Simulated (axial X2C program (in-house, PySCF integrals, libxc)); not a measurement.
**Bond lengths and stretching modes, held linear, of BOH⁻**

Computed with an in-house all-electron X2C program for linear molecules (integrals from PySCF): two-component X2C with atomic mean-field Coulomb and Gaunt terms, Gaussian nuclei, basis B dyall-v3z, O dyall-av3z, H dyall-v3z with contracted cores. Spin-free rows use the one-electron spin-free X2C Hamiltonian.

Masses B 11.009, O 15.995, H 1.008 u. States: spin-free M_S = 1/2, Λ = 0 (beyond evenly filled blocks: σα).

PBE0, spin-free: energies above the lowest point

```csv
r(B–O) (Å),r(O–H) (Å),E (meV)
1.4176,0.9272,112.33
1.4176,0.9510,43.49
1.4176,0.9748,0.00
1.4540,0.9272,343.89
1.4540,0.9510,274.94
1.4540,0.9748,231.46
1.4540,0.9986,207.94
1.4903,0.9272,590.22
1.4903,0.9510,521.06
1.4903,0.9748,477.51
1.5267,0.9510,776.71
1.5267,0.9986,709.59
```

Problem. Fit a quadratic surface with cubic terms in each bond: where is the minimum, and what are the two stretching wavenumbers?

Solution. At PBE0, spin-free: bonds 1.217 and 1.031 Å; harmonic stretches 1322.5 and 1935.1 cm⁻¹; force constants 7.06, 2.04 and coupling -0.01 mdyn/Å.

The other levels and Hamiltonians give:

```
Hamiltonian  level  r(B–O) (Å)  r(O–H) (Å)  lower stretch (cm⁻¹)  upper stretch (cm⁻¹)
  spin-free     HF       1.196       0.970                1380.7                3385.5
```

Each state is one determinant, the lowest of a limited PBE0 search; the stretches come from a fit to these few points and carry an uncertainty of a few per cent. Other orders of the atoms were not compared. Left out for rough or failed fits: PBE0 2c, HF 2c, B3LYP 2c, MP2 2c, B3LYP spin-free, MP2 spin-free. The levels spread by more than a fifth, so the stretches depend strongly on the method. For an anion the highest level of a functional can be positive, and the basis then holds the extra electron. The molecule was held linear; bending was not examined, so a bent shape may lie lower.
